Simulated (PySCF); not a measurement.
# H6SSi2: the cost of one run

Computed with PySCF 2.14.0, with density-fitted response routines of our own, on a single molecule in the gas phase. Atoms are numbered from 0 throughout.

**1. Starting geometry**

9 atoms, charge 0, multiplicity 1; geometry from: PBE0-D3(BJ)/def2-SVP.

Bonds of the start (Å): Si0–S1 2.15, S1–Si2 2.15, Si0–H3 1.49, Si0–H4 1.49, Si0–H5 1.49, Si2–H6 1.49, Si2–H7 1.49, Si2–H8 1.49.

**2. Nuclear shieldings: PBE0/pcSseg-2**

What the job is given:

```
{"job": {"kind": "nmr", "xc": "PBE0", "basis": "pcSseg-2", "pop": false}, "charge": 0, "multiplicity": 1}
Si     1.371337     0.570458     0.298967
S     -0.093599     0.615889    -1.273434
Si    -1.658300    -0.527344    -0.341609
H      1.796609    -0.829622     0.598232
H      2.530475     1.362049    -0.199269
H      0.830419     1.182318     1.549661
H     -1.218070    -1.930900    -0.082847
H     -2.798127    -0.518598    -1.300267
H     -2.070833     0.090491     0.954363
```

With the program's defaults for keys left out, this is: GIAO PBE0/pcSseg-2 NMR shielding, non-relativistic, gas phase.

Launch:

```console
$ OMP_NUM_THREADS=1 python probes_run.py task.json out
```

This one command runs all jobs of the session in turn.

Q: Estimate the wall time and peak memory of this first job on 1 thread of Arm Neoverse V1, shared host.

About 13 s, with a peak of 0.95 GiB.
